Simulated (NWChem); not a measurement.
# One shape, several levels: C2H5NO (N-methylformamide)

Wanted: a comparison of 6 runs (HF/def2-SVP, HF/6-311G**, M06-2X/def2-SVP, PBE0/def2-SVP, MP2/6-311G**, CCSD/6-311G**) of C2H5NO (N-methylformamide). 

The calculation is run with NWChem 7.3.0.

**1. The structure to begin with**

The species is C2H5NO (9 atoms), meant as a singlet with charge 0. SMILES: `CNC=O`. The shape is that of a PBE0-D4/def2-TZVP optimisation. This is one conformer, not always the lowest.

Bond lengths: C1–N2 1.441 Å, N2–C3 1.351 Å, C3–O4 1.209 Å, C1–H5 1.093 Å, C1–H6 1.093 Å, C1–H7 1.089 Å, N2–H8 1.005 Å, C3–H9 1.106 Å. Some angles: C1–N2–C3 122.9°, N2–C3–O4 125.5°, C1–N2–H8 119.4°, C3–N2–H8 117.6°, N2–C1–H5 111.3°, N2–C1–H6 111.3°, N2–C1–H7 107.5°, N2–C3–H9 112.0°, O4–C3–H9 122.5°, H5–C1–H6 108.9°.

**2. Energy and forces at HF/def2-SVP (run 1)**

Contents of c2h5no.nw:

```
start c2h5no
memory stack 880 mb heap 220 mb global 1100 mb
geometry units angstroms noautosym nocenter noautoz
 C       -0.320000       0.595900      -0.882400
 N       -0.338700      -0.404500       0.154300
 C        0.657300      -0.546900       1.055200
 O        1.660900       0.125800       1.103700
 H       -0.361800       0.139400      -1.874400
 H       -1.155500       1.292800      -0.777800
 H        0.613100       1.148900      -0.787900
 H       -1.123200      -1.028900       0.223800
 H        0.456500      -1.368700       1.768300
end
basis "ao basis" spherical bse
 C library def2-SVP
 N library def2-SVP
 O library def2-SVP
 H library def2-SVP
end
scf
 singlet
 rhf
 thresh 1e-08
 maxiter 80
end
task scf gradient
```

Command:

```console
$ nwchem c2h5no.nw > c2h5no.out
```

The program printed:

```text
[...]
  functions       =    81
[...]
  wavefunction    = RHF
[...]
         Total SCF energy =   -207.808539367571
      One-electron energy =   -524.447892599690
      Two-electron energy =    194.635025269571
 Nuclear repulsion energy =    122.004327962548
        Time for solution =      8.2s
[...]
                         RHF ENERGY GRADIENTS
    atom               coordinates                        gradient
                 x          y          z           x          y          z
   1 C      -0.604712   1.126088  -1.667494   -0.001540  -0.002709   0.001619
   2 N      -0.640050  -0.764394   0.291585    0.000228   0.005636  -0.005744
   3 C       1.242117  -1.033491   1.994039   -0.022054  -0.016342   0.000573
   4 O       3.138646   0.237728   2.085691    0.029700   0.021252   0.000026
   5 H      -0.683703   0.263428  -3.542102    0.000206  -0.000661  -0.000943
   6 H      -2.183578   2.443038  -1.469829   -0.000804   0.000807   0.000445
   7 H       1.158591   2.171106  -1.488915    0.002687   0.000566   0.001376
   8 H      -2.122540  -1.944339   0.422921   -0.005564  -0.004582   0.000635
   9 H       0.862660  -2.586468   3.341602   -0.002860  -0.003968   0.002012
[...]
```

Wall time 11 s (1 thread of Intel Xeon Platinum 8488C (Sapphire Rapids), shared host); peak memory 0.1 GiB.

**3. Energy and gradient at HF/6-311G(d,p) (run 2)**

Contents of c2h5no.xyz:

```xyz
9

C     -0.320000     0.595900    -0.882400
N     -0.338700    -0.404500     0.154300
C      0.657300    -0.546900     1.055200
O      1.660900     0.125800     1.103700
H     -0.361800     0.139400    -1.874400
H     -1.155500     1.292800    -0.777800
H      0.613100     1.148900    -0.787900
H     -1.123200    -1.028900     0.223800
H      0.456500    -1.368700     1.768300
```

Contents of c2h5no.nw:

```
START c2h5no
memory stack 880 mb heap 220 mb global 1100 mb
charge 0

GEOMETRY units angstrom noautosym nocenter noautoz
   load format xyz c2h5no.xyz
END

BASIS spherical bse
   C library 6-311G**
   N library 6-311G**
   O library 6-311G**
   H library 6-311G**
END

SCF
   thresh 1e-08
   maxiter 80
   print low
END

TASK scf gradient
```

Command:

```console
$ nwchem c2h5no.nw > c2h5no.out
```

The program printed:

```text
[...]
  functions       =   102
[...]
  wavefunction    = RHF
[...]
         Total SCF energy =   -208.018138019646
      One-electron energy =   -524.831395697858
      Two-electron energy =    194.808929715664
 Nuclear repulsion energy =    122.004327962548
        Time for solution =     18.8s
[...]
                         RHF ENERGY GRADIENTS
    atom               coordinates                        gradient
                 x          y          z           x          y          z
   1 C      -0.604712   1.126088  -1.667494   -0.002527  -0.007844   0.006283
   2 N      -0.640050  -0.764394   0.291585    0.004601   0.010652  -0.007730
   3 C       1.242117  -1.033491   1.994039   -0.019877  -0.012420  -0.001925
   4 O       3.138646   0.237728   2.085691    0.028534   0.020489  -0.000052
   5 H      -0.683703   0.263428  -3.542102   -0.000026  -0.001924  -0.004846
   6 H      -2.183578   2.443038  -1.469829   -0.003820   0.003596   0.000389
   7 H       1.158591   2.171106  -1.488915    0.006350   0.002845   0.001644
   8 H      -2.122540  -1.944339   0.422921   -0.009680  -0.007752   0.000881
   9 H       0.862660  -2.586468   3.341602   -0.003556  -0.007641   0.005356
 Task  times  cpu:       22.8s     wall:       22.8s
[...]
```

Run time: 23 s. Hardware: 1 thread of Intel Xeon Platinum 8488C (Sapphire Rapids), shared host; peak memory 0.1 GiB.

Runs 3 to 5 aren't shown in full; the table further down has their settings and results.

**4. The energy at CCSD/6-311G(d,p) (run 6)**

Contents of geom.nw:

```
start geom
title "C2H5NO"
memory total 2200 mb
charge 0
geometry units angstroms noautosym nocenter noautoz
   C     -0.320000     0.595900    -0.882400
   N     -0.338700    -0.404500     0.154300
   C      0.657300    -0.546900     1.055200
   O      1.660900     0.125800     1.103700
   H     -0.361800     0.139400    -1.874400
   H     -1.155500     1.292800    -0.777800
   H      0.613100     1.148900    -0.787900
   H     -1.123200    -1.028900     0.223800
   H      0.456500    -1.368700     1.768300
end
basis spherical bse
   * library 6-311G**
end
scf
   singlet
   rhf
   thresh 1e-08
   maxiter 80
end
ccsd
   freeze core 4
   maxiter 60
end
task ccsd energy
```

Command:

```console
$ nwchem geom.nw > geom.out
```

The program printed:

```text
[...]
  functions       =   102
[...]
  wavefunction    = RHF
[...]
         Total SCF energy =   -208.018138019611
      One-electron energy =   -524.831395697804
      Two-electron energy =    194.808929715646
 Nuclear repulsion energy =    122.004327962548
        Time for solution =     18.9s
[...]
 Total MP2 energy:           -208.680491827278843
[...]
             energy      energy      error      ampl     ampl      Block
                                                time     time      time
[...]
 Total CCSD energy:           -208.707604836831223
[...]
```

It took 2.7 min on 1 thread of Intel Xeon Platinum 8488C (Sapphire Rapids), shared host; peak memory 0.27 GiB.

**5. Overview of the runs**

```
run            level  iteration cap  module  energy (Eh)  dipole moment (D)  HOMO energy (eV)  LUMO energy (eV)  wall time
  1      HF/def2-SVP             80     scf  -207.808539               4.15            -10.72              4.60       11 s
  2      HF/6-311G**             80     scf  -208.018138                  –                 –                 –       23 s
  3  M06-2X/def2-SVP            100     dft  -208.947936               3.87             -8.63              2.18       53 s
  4    PBE0/def2-SVP            100     dft  -208.811885               3.86             -7.26              1.07       38 s
  5     MP2/6-311G**             80     mp2  -208.680492               3.72            -10.68              3.87       45 s
  6    CCSD/6-311G**             80    ccsd  -208.707605                  –            -10.68              3.87    2.7 min
```

**6. What came out**

```
                                          quantity          value
                               run 6: total energy  -208.70760 Eh
        run 6: HOMO energy (Hartree–Fock orbitals)      -10.68 eV
        run 6: LUMO energy (Hartree–Fock orbitals)        3.87 eV
      run 6: HOMO–LUMO gap (Hartree–Fock orbitals)       14.55 eV
run 6: correlation energy (4 core orbitals frozen)     -689.5 mEh
```

In words: Below the HF energy at the same shape and in the same basis (6-311G**): MP2 -662.4 mEh; CCSD -689.5 mEh. Over runs 1, 3, 4, 5 the dipole moment (its size) runs from 3.72 D (MP2/6-311G**) to 4.15 D (HF/def2-SVP). The two ends differ in method and basis. Over runs 1, 3, 4 the HOMO–LUMO gap runs from 8.33 eV (PBE0/def2-SVP) to 15.32 eV (HF/def2-SVP). Exact exchange widens orbital gaps. Totals of different functionals can't be ranked against each other. All runs together took 5.5 min, the longest 2.7 min.
